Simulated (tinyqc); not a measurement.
Inside a calculation. Method: CIS on RHF in the sto-6g basis, frozen core, for HF, spin multiplicity 1. One step of it, computed by the program tinyqc.

Task: CIS matrix, singlets. A(ia,jb) = (e_a - e_i) d_ij d_ab + 2 (ia|jb) - (ij|ab).

orbital energies (hartree): MO1 -26.255638, MO2 -1.441146, MO3 -0.528654, MO4 -0.471241, MO5 -0.471241, MO6 0.431429

Two-electron integrals over orbitals (pq|rs), unique and non-zero (hartree); the lowest 1 orbital is frozen and left out:
```
p,q,r,s,(pq|rs)
2,2,2,2,0.869573
3,2,2,2,-0.040886
3,2,3,2,0.144580
3,3,2,2,0.718837
3,3,3,2,-0.024783
3,3,3,3,0.707972
4,2,4,2,0.187283
4,3,4,2,-0.032794
4,3,4,3,0.039186
4,4,2,2,0.892304
4,4,3,2,-0.071539
4,4,3,3,0.706867
4,4,4,4,0.998085
5,2,5,2,0.187283
5,3,5,2,-0.032794
5,3,5,3,0.039186
5,4,5,4,0.053789
5,5,2,2,0.892304
5,5,3,2,-0.071539
5,5,3,3,0.706867
5,5,4,4,0.890506
5,5,5,5,0.998085
6,2,2,2,-0.102608
6,2,3,2,-0.067552
6,2,3,3,-0.027193
6,2,4,4,-0.100261
6,2,5,5,-0.100261
6,2,6,2,0.092201
6,3,2,2,-0.214137
6,3,3,2,0.087226
6,3,3,3,-0.104318
6,3,4,4,-0.228769
6,3,5,5,-0.228769
6,3,6,2,0.044471
6,3,6,3,0.212695
6,4,4,2,-0.033270
6,4,4,3,-0.020138
6,4,6,4,0.029608
6,5,5,2,-0.033270
6,5,5,3,-0.020138
6,5,6,5,0.029608
6,6,2,2,0.653934
6,6,3,2,0.055265
6,6,3,3,0.659906
6,6,4,4,0.633597
6,6,5,5,0.633597
6,6,6,2,-0.059554
6,6,6,3,-0.019582
6,6,6,6,0.693543
```

Give: CIS matrix A, singlet.

Result:

CIS matrix A, singlet (hartree), lower triangle:
```
,2>6,3>6,4>6,5>6
2>6,1.403
3>6,0.034,0.726
4>6,0.000,0.000,0.328
5>6,0.000,0.000,0.000,0.328
```
